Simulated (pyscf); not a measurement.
Optimised with ωB97X-D3(BJ)/def2-SVP in PySCF. MP2 and CC: frozen core, UHF for open shells. ΔMP2 is the change of the MP2 total energy from the triple- to the quadruple-zeta basis. Singlets are restricted, triplets unrestricted.

Singlet (Å):
```xyz
6

C      0.8873    -0.9177    -0.9380
N      0.4254     0.0628    -0.3664
C      0.0779     1.1196     0.2541
H      0.1527    -1.6172    -1.3728
H     -0.0892     1.0803     1.3345
H     -0.0478     2.0541    -0.3005
```

Triplet (Å):
```xyz
6

C      0.4069    -1.0215    -0.5726
N      0.2758     0.2318    -0.7303
C      0.1082     1.1771     0.1920
H      0.5438    -1.7510    -1.3884
H      0.0651     0.9355     1.2631
H      0.0126     2.2154    -0.1387
```

### Question
For these two minima of [HC–N=CH₂] (SMILES [CH]N=C), which spin state lies lower at CCSD(T)/def2-TZVPP + ΔMP2(QZVPP), and by how much (electronic energies)?

### Answer
The singlet, by 1.30 eV. Zero-point energy shifts E(triplet) − E(singlet) by -0.04 eV. [HC–N=CH₂] [singlet] lies 2.51 eV over its isomer H₃C–C≡N, and others may lie lower still (electronic energy, ωB97M-D3(BJ)). 

E(triplet) − E(singlet) by level (eV):

```tsv
level	gap
ωB97X-D3(BJ)/def2-TZVP	+1.12
PBE/def2-TZVP	+1.33
r²SCAN/def2-TZVP	+1.06
B3LYP-D3(BJ)/def2-TZVP	+1.21
PBE0-D3(BJ)/def2-TZVP	+1.10
M06-2X/def2-TZVP	+1.30
ωB97M-D3(BJ)/def2-TZVP	+1.23
HF/def2-TZVP	-0.12
MP2/def2-QZVPP	+1.72
CCSD/def2-TZVPP	+1.09
CCSD(T)/def2-TZVPP	+1.25
CCSD(T)/def2-TZVPP + ΔMP2(QZVPP)	+1.30
```

The triplet is the lowest one reached from the SCF start used. The CCSD(T) − MP2 part came from Ansatz, without density fitting, on the same reference. A UHF reference is spin-contaminated (<S²> up to 2.21), which harms MP2 most.
